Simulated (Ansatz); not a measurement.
A calculation on 1T (CdI2-type) TiTe₂ returned lattice constant a 3.802 Å, lattice parameter c 6.904 Å.

Question: Which level of theory produced these numbers?
(A) r²SCAN (Ansatz, a program for electronic structure)
(B) LDA (Ansatz)
(C) r²SCAN+rVV10 (Ansatz)
(D) PBE-D3(BJ) (Ansatz)

Answer: A, r²SCAN (Ansatz)

The others give: LDA 3.666 Å, 6.340 Å; r²SCAN+rVV10 3.782 Å, 6.616 Å; PBE-D3(BJ) 3.698 Å, 6.384 Å.

Unless a cell is named, each level is at its own relaxed cell (LDA 24.60, PBE-D3(BJ) 25.20, r²SCAN 28.80, r²SCAN+rVV10 27.32 Å³/atom).

Caveats: LDA has no dispersion term either, though it tends to give short spacings of layers, chains or molecules (LDA); for a layered or molecular solid the relaxed cell lies over 5 % above the published volume, where the minimum can be shallow (r²SCAN); the cell comes from a level without a dispersion term, which matters for the spacing of layers, chains or molecules (r²SCAN). Ansatz's density-functional and Hartree–Fock values are scalar-relativistic unless marked +SOC, with PAW data made under PBE.
